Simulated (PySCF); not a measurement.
Molecule: SMILES C1COC1, C3H6O.

Atom-mapped SMILES (the numbers label the heavy atoms): `[CH2:1]1[CH2:2][O:3][CH2:4]1`; H(Xn) means a hydrogen on atom n.

Geometry PBE0-D3(BJ)/def2-SVP throughout; GIAO in PySCF 2.14.0 with density-fitted response routines, gas phase, one conformer, non-relativistic; equivalent atoms averaged; functional PBE0.

Question: How do the absolute shieldings σ depend on the basis set? (ppm; last column core-seconds on shared hosts with different chips, so compare them loosely)

Answer: 
```csv
basis set,functions,C2/C4,C1,O3,H(C2)/H(C4),H(C1),core-s
STO-3G,26,176.0,207.2,366.7,30.13,31.12,1.4
6-31G,48,130.3,175.7,313.6,27.79,30.09,2.6
pcSseg-0,48,118.4,169.4,334.3,28.09,30.15,2.4
6-31G*,68,126.4,172.4,325.6,27.39,29.56,3.4
def2-SVP,86,127.1,174.4,331.2,26.98,29.18,4.1
cc-pVDZ,86,128.3,173.9,322.7,26.78,28.90,4.3
pcSseg-1,98,111.9,161.4,317.3,26.58,28.76,7.4
"6-311+G(2d,p)",144,114.7,164.2,315.8,26.76,28.95,8.2
aug-cc-pVDZ,146,125.2,172.6,323.0,26.55,28.73,8.5
def2-TZVP,160,113.8,164.4,319.7,26.79,28.95,9.2
IGLO-III,200,109.3,160.8,316.2,26.59,28.81,13
cc-pVTZ,204,115.0,165.1,317.7,26.62,28.74,13
pcSseg-2,228,109.1,160.9,317.3,26.55,28.69,20
```

Question: Which nucleus moves most, in ppm?

Answer: C2/C4 (sp3 CH2 bonded to O): from 109.1 ppm with pcSseg-2 to 176.0 ppm with STO-3G. The smallest spread is 2.43 ppm, at H(C1). Proton shifts span only some 12 ppm, so a few tenths of a ppm matter as much there as several ppm in carbon.

Question: Taking the largest basis, pcSseg-2 (228 functions), as the yardstick, rank the others by their worst heavy-atom deviation.

Answer: IGLO-III 1.1 ppm (200 functions), pcSseg-1 2.8 ppm (98 functions), def2-TZVP 4.7 ppm (160 functions), 6-311+G(2d,p) 5.7 ppm (144 functions), cc-pVTZ 6.0 ppm (204 functions), aug-cc-pVDZ 16.2 ppm (146 functions), pcSseg-0 17.0 ppm (48 functions), 6-31G* 17.4 ppm (68 functions), def2-SVP 18.0 ppm (86 functions), cc-pVDZ 19.2 ppm (86 functions), 6-31G 21.3 ppm (48 functions), STO-3G 67.0 ppm (26 functions).

A small basis that lands close on one nucleus may do so by chance; judge by the trend and by all nuclei.
